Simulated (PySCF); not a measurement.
# How the numerical set-up moves the result for SiC⁺ (quartet)

Which parts of the numerical set-up matter for SiC⁺ (quartet)? Each run edits the base script.

Computed with PySCF 2.14.0. Level: each script names its method and basis.

3 further runs of the same task are left out: 3 that didn't finish.

## (1) Starting geometry

SiC⁺ (quartet): 2 atoms, charge 1, spin multiplicity 4.

Bond lengths: Si1–C2 2.021 Å.

## (2) The base run

input.py

```python
from pyscf import gto, scf

mol = gto.M(
    atom='Si 0 0 0; C 0 0 2.021',
    basis='6-31+g*',
    charge=1,
    spin=3,
    verbose=4,
)
mf = scf.UHF(mol)
mf.kernel()
mf.stability(internal=True, external=True)
mf.dip_moment()
print('orbital energies (hartree):', [e[max(0, n-3):n+3].round(4) for e, n in zip(mf.mo_energy, mol.nelec)])
```

Launch:

```console
$ OMP_NUM_THREADS=1 python input.py
```

Its log is not repeated here.

Base result: E(SCF) = -326.308518 Eh, 15 cycles, ⟨S²⟩ = 3.754, internal stable; real -> complex stable; UHF/UKS -> GHF/GKS stable.

The bond length is a typed value, not an optimised one. The dipole of an ion depends on the origin. The quartet is typed in the script; nothing here shows that it is the ground state.

## (3) Cartesian functions on

Variant 1 changes Cartesian functions: off → on.

input.py

```python
from pyscf import gto, scf

mol = gto.M(
    atom='Si 0 0 0; C 0 0 2.021',
    basis='6-31+g*',
    charge=1,
    spin=3,
    cart=True,
    verbose=4,
)
mf = scf.UHF(mol)
mf.kernel()
mf.stability(internal=True, external=True)
mf.dip_moment()
print('orbital energies (hartree):', [e[max(0, n-3):n+3].round(4) for e, n in zip(mf.mo_energy, mol.nelec)])
```

Launch:

```console
$ OMP_NUM_THREADS=1 python input.py
```

## (4) 6-31g*

Variant 2 changes basis set: 6-31+g* → 6-31g*.

Changes to input.py since step 2:

```diff
@@ -4,3 +4,3 @@
     atom='Si 0 0 0; C 0 0 2.021',
-    basis='6-31+g*',
+    basis='6-31g*',
     charge=1,
```

## (5) Density fitting cc-pvdz-jkfit

Variant 3 changes density fitting: none → cc-pvdz-jkfit.

Changes to input.py since step 2:

```diff
@@ -10,2 +10,3 @@
 mf = scf.UHF(mol)
+mf = mf.density_fit(auxbasis='cc-pvdz-jkfit')
 mf.kernel()
```

## (6) Spin-free X2C on

Variant 4 changes spin-free X2C: off → on.

Changes to input.py since step 2:

```diff
@@ -10,2 +10,3 @@
 mf = scf.UHF(mol)
+mf = mf.sfx2c1e()
 mf.kernel()
```

Q: Predict the outcome of this session. Wanted: for each run, E(SCF); from base; gap, α spin; after the SCF.

The runs gave:

```csv
run,E(SCF) (hartree),from base (eV),cycles,"gap, α spin (eV)",functions,after the SCF
base,-326.308518,0,15,11.20,40,stable
Cartesian functions on,-326.309490,-0.0265,15,11.20,42,stable
6-31g*,-326.307468,+0.0286,14,11.24,32,stable
density fitting cc-pvdz-jkfit,-326.308427,+0.0025,15,11.20,40,stable
spin-free X2C on,-326.868008,-15.2245,15,11.19,40,stable
```

What this shows: Of the runs whose energies can be compared, “spin-free X2C on” moves the SCF energy most (-15.225 eV). 6-31g* (32 functions) gives an energy 0.03 eV higher than 6-31+g* (40). Scalar relativity lowers the total energy by 15.22 eV, nearly all of it in the inner shells; a basis contracted without relativity catches only part of it.
